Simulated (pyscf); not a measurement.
Optimised with ωB97X-D3(BJ)/def2-SVP in PySCF. MP2 and CC: frozen core, UHF for open shells. ΔMP2 is the change of the MP2 total energy from the triple- to the quadruple-zeta basis.

Task: Estimate by transition-state theory the rate constant of •H₂C–CH₃ + HCl → H₃C–CH₃ + Cl• (doublet surface; Cl–H broken, C–H formed) at 600 K, with CCSD(T)/def2-TZVPP + ΔMP2(QZVPP) energies (ideal gas, 1 atm, RRHO with modes under 100 cm⁻¹ raised to 100, one conformer, R ln 2 for chiral ones without a mode under 150 cm⁻¹; no tunnelling).

Result: The electronic barrier is 0.4 kcal/mol and the thermal terms add +19.2, so ΔG‡ = 19.5 kcal/mol. With k_BT/h = 1.25e+13 s⁻¹ and RT = 1.192 kcal/mol, and a volume of 8.18e-20 cm³ per molecule at 1 atm, k = 7.8e-14 cm³ molecule⁻¹ s⁻¹. Wigner's tunnelling factor for 865i cm⁻¹ would be 1.18. A shift of 1 kcal/mol in the barrier changes k by a factor 2.3. On the reactant side the descent ends in a complex, 4.3 kcal/mol under the separated species and 1.9 kcal/mol under the saddle at ωB97X-D3(BJ)/def2-TZVP. At ωB97X-D3(BJ) the barrier from the zero used here is -2.4 kcal/mol. One saddle was located; it need not be the lowest between these sides. The angle at the transferred H is 171°. The CCSD(T) − MP2 part came from Ansatz, without density fitting, on the same reference.
